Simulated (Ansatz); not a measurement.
## Abstraction of F: C3H5F3 + CH2F → C3H5F2 + CH2F2

Species: C3H5F3 (1,2,2-trifluoropropane) `CC(F)(F)CF`, singlet; CH2F `[CH2]F`, doublet; C3H5F2 `C[C](F)CF`, doublet; CH2F2 (difluoromethane) `FCF`, singlet. A radical takes F: the energy is the difference in strength between two C–F bonds in different surroundings.

Shapes, held fixed at every level: PBE0-D4/def2-TZVP. Flexible molecules stand in one conformer, not always the lowest. Programs: Ansatz 0.2.0. The zero-point and thermal change to 298 K, harmonic and unscaled (PBE0-D4/def2-TZVP), is +5.8 kJ/mol.

```json
{"level": "PBE-D4/def2-TZVPP", "kind": "GGA", "ΔH(298 K) (kJ/mol)": "-11.2", "less CCSD(T)/CBS estimate": "-15.8", "CPU time (sum over the molecules)": "22 s"}
{"level": "PBE0-D4/def2-TZVPP", "kind": "global hybrid", "ΔH(298 K) (kJ/mol)": "-5.0", "less CCSD(T)/CBS estimate": "-9.6", "CPU time (sum over the molecules)": "25 s"}
{"level": "r2SCAN0-D4/def2-TZVPP", "kind": "global hybrid", "ΔH(298 K) (kJ/mol)": "+1.6", "less CCSD(T)/CBS estimate": "-3.0", "CPU time (sum over the molecules)": "43 s"}
{"level": "wB97M-V/def2-TZVPP", "kind": "range-separated hybrid", "ΔH(298 K) (kJ/mol)": "+2.9", "less CCSD(T)/CBS estimate": "-1.7", "CPU time (sum over the molecules)": "84 s"}
{"level": "CCSD(T)/def2-SVP", "kind": "coupled cluster or CI", "ΔH(298 K) (kJ/mol)": "+13.6", "less CCSD(T)/CBS estimate": "+9.0", "CPU time (sum over the molecules)": "88 s"}
{"level": "CCSD/def2-TZVPP", "kind": "coupled cluster or CI", "ΔH(298 K) (kJ/mol)": "+4.9", "less CCSD(T)/CBS estimate": "+0.3", "CPU time (sum over the molecules)": "–"}
{"level": "CCSD(T)/CBS estimate", "kind": "coupled cluster or CI", "ΔH(298 K) (kJ/mol)": "+4.6", "less CCSD(T)/CBS estimate": "0.0", "CPU time (sum over the molecules)": "57 min"}
```

The highest level, CCSD(T)/CBS estimate, gives ΔH(298 K) = +4.6 kJ/mol; the levels span -11.2 to +13.6. They disagree on the sign: 5 of 7 are positive. The column of differences is taken from that level and isn't an error. No measured value is set beside it here. Open shells run unrestricted. The CBS estimate extrapolates MP2 from def2-TZVPP and def2-QZVPP and adds CCSD(T) − MP2 in the triple-zeta set, cores frozen. Times are processor times on shared x86 and Arm servers, and rough.
